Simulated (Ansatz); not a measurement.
**CH3Cl (singlet): wave-function methods side by side, cc-pV(D+d)Z**

The task here is to estimate one member of a computed series from the others.

The runs use Ansatz 0.2.0, Gaussian basis; cc-pV(D+d)Z, core rule «outside noble gas», up to 6 orbitals frozen.

The runs, in order: UHF; CCSD(T) on RHF; BCCD(T) on RHF; CISD; CCSDT(Q) on RHF; CCSDTQ on RHF; CASSCF and MRCISD+Q, 14 electrons in 11 orbitals; CASSCF and NEVPT2, 14 electrons in 11 orbitals.

18 further runs of the same task are left out: 1 that didn't finish, 17 set aside as unsound or not needed.

## The geometry

The geometry is an MP2(full)/6-31G* stationary point (not a proven minimum).

5 atoms, charge 0, spin multiplicity 1.

Atoms are counted from 1 here; the program's logs count them from 0.

Bond lengths: C1–Cl2 1.777 Å, C1–H3 1.088 Å, C1–H4 1.088 Å, C1–H5 1.088 Å. Angles: Cl2–C1–H3 108.9°, Cl2–C1–H4 108.9°, Cl2–C1–H5 108.9°, H3–C1–H4 110.0°, H3–C1–H5 110.0°, H4–C1–H5 110.0°.

The first run:

Input file in.yaml:

```yaml
crystal:
  periodic: [false, false, false]
  atoms:
    - {symbol: C, position_ang: [0.000000, 0.000000, -1.226936]}
    - {symbol: Cl, position_ang: [0.000000, 0.000000, 0.550404]}
    - {symbol: H, position_ang: [0.000000, 1.029318, -1.579827]}
    - {symbol: H, position_ang: [0.891415, -0.514659, -1.579827]}
    - {symbol: H, position_ang: [-0.891415, -0.514659, -1.579827]}
basis:
  gaussian: {orbitals: "cc-pV(D+d)Z.json"}
magnetization: {spin_polarized: true, initial_magnetization: 0}
hamiltonian: {xc: hf}
output: {orbitals: {seedname: orbitals}}
```

The run is started by

```bash
ansatz run in.yaml --threads 1 --pin off --events-out ev --progress --plain --max-ram 3956MiB --backend cpu
```

Steps of the session up to this table: UHF; CCSD(T) on RHF; BCCD(T) on RHF; CISD; CCSDT(Q) on RHF; CCSDTQ on RHF; CASSCF and MRCISD+Q, 14 electrons in 11 orbitals; CASSCF and NEVPT2, 14 electrons in 11 orbitals.

One of the session's tables, all rows but one given; the rest of the session is left out.

| method | from RCCSDTQ (meV) |
| --- | --- |
| RHF | +8927.7 |
| RMP2 | +1086.7 |
| CISD | +971.7 |
| RCCSD | +235.3 |
| RCCSD(T) | +29.7 |
| BCCD(T) | +29.4 |
| RCCSDT | ? |
| RCCSDT(Q) | -0.2 |
| RCCSDTQ | 0 |
| CASSCF valence | +6590.7 |
| NEVPT2 valence | +1532.2 |
| MRCISD valence | +532.7 |
| MRCISD+Q valence | +34.1 |

Estimate the missing values for RCCSDT.

The run gave: from RCCSDTQ (meV): +14.5. In the column «from RCCSDTQ (meV)» it lies between RCCSDTQ (0) and BCCD(T) (+29.4).
